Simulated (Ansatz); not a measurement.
# CH5ClSi: the cost of one run

Program: Ansatz 0.2.0 through its Python package. Level of theory: Hartree-Fock/cc-pVTZ. These are calculated values, not measurements.

### Step 1. Starting point

Bond lengths: C1–Si2 1.896 Å, Si2–Cl3 2.021 Å, C1–H4 1.086 Å, C1–H5 1.087 Å, C1–H6 1.087 Å, Si2–H7 1.462 Å, Si2–H8 1.462 Å. Angles: C1–Si2–Cl3 108.9°, C1–Si2–H7 110.8°, C1–Si2–H8 110.9°, Cl3–Si2–H7 107.6°, Cl3–Si2–H8 107.8°, H7–Si2–H8 110.8°, Si2–C1–H4 111.1°, Si2–C1–H5 111.4°, Si2–C1–H6 111.4°, H4–C1–H5 107.7°, H4–C1–H6 107.6°, H5–C1–H6 107.4°.

No structure file is read: the coordinates are typed or built in the script.

### Step 2. The script

Input file bde_ch5clsi.py:

```python
"""Cost of removing each kind of hydrogen from CH5ClSi, fragments frozen."""

from dataclasses import dataclass

import ansatz
from ase import Atoms


@dataclass
class Settings:
    basis_set: str = "cc-pVTZ"
    xc: str = "hf"


settings = Settings()


def single_point(molecule, charge=0, unpaired=0):
    calc = molecule.calculation().basis(gaussian=settings.basis_set).functional(settings.xc).accuracy("medium")
    if charge:
        calc = calc.charge(charge)
    if unpaired:
        calc = calc.spin("collinear", total=unpaired)
    report = calc.run().report
    if report["published_state_doubts"]:
        print("  doubts:", report["published_state_doubts"])
    return report["free_energy_ev"]

def without(molecule, index):
    rest = ansatz.Crystal.molecule()
    for i, site in enumerate(molecule.cartesian_sites):
        if i != index:
            rest = rest.atom(site.symbol, site.position_ang)
    return rest


def main() -> None:
    atoms = Atoms(["C", "Si", "Cl", "H", "H", "H", "H", "H"], positions=[
        (-0.61513, 0.78767, -0.17467),
        (0.45844, -0.75779, 0.0537),
        (1.87162, -0.37314, 1.44664),
        (-1.38261, 0.62228, -0.92455),
        (-0.02118, 1.64072, -0.49334),
        (-1.11323, 1.06514, 0.75101),
        (1.14556, -1.10206, -1.18973),
        (-0.34348, -1.88283, 0.53093),
    ])
    system = ansatz.Crystal.molecule_from_ase(atoms)

    whole = single_point(system, 0)
    hydrogen = single_point(ansatz.Crystal.molecule().atom("H", (0, 0, 0)), 0, 1)
    print(f"E(molecule) = {whole:.5f} eV, E(H) = {hydrogen:.5f} eV")
    for index in [5, 7]:
        radical = single_point(without(system, index), 0, 1)
        print(f"H{index}: homolysis {96.485332 * (radical + hydrogen - whole):.1f} kJ/mol")


if __name__ == "__main__":
    main()
```

### Step 3. Launch

Command:

```bash
python bde_ch5clsi.py
```

**Question.** How long does this script take on 1 thread of Arm Neoverse V1, shared host, and how much memory does it need?

About 9.5 s, with a peak of 0.41 GiB.
